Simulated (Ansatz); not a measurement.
A calculation with Ansatz (development build ahead of 0.2.0).

```yaml
crystal:
  periodic: [false, false, false]
  atoms:
    - { symbol: C, position_ang: [0.08396, -0.45153, -0.40856] }
    - { symbol: C, position_ang: [-0.07605, 0.46562, 0.40045] }
    - { symbol: H, position_ang: [0.24501, -1.25194, -1.10506] }
    - { symbol: H, position_ang: [-0.23787, 1.25086, 1.1011] }
basis:
  gaussian: { orbitals: def2-SVP }
total_charge: 1
magnetization:
  spin_polarized: true
  initial_magnetization: 1
hamiltonian:
  xc: pbe0
output:
  forces: true
```

The input is written out in the form of the current development build from the run's settings.

Results

```
Converged                       : yes
Total energy                    : -76.75642 hartree
Spin squared of the determinant : 0.752
Stability test                  : minimum
```

Forces (eV/Å):
```tsv
atom	Fx	Fy	Fz
C1	0.220	-0.925	-0.805
C2	-0.169	0.655	0.584
H3	0.089	-0.562	-0.506
H4	-0.139	0.832	0.727
```
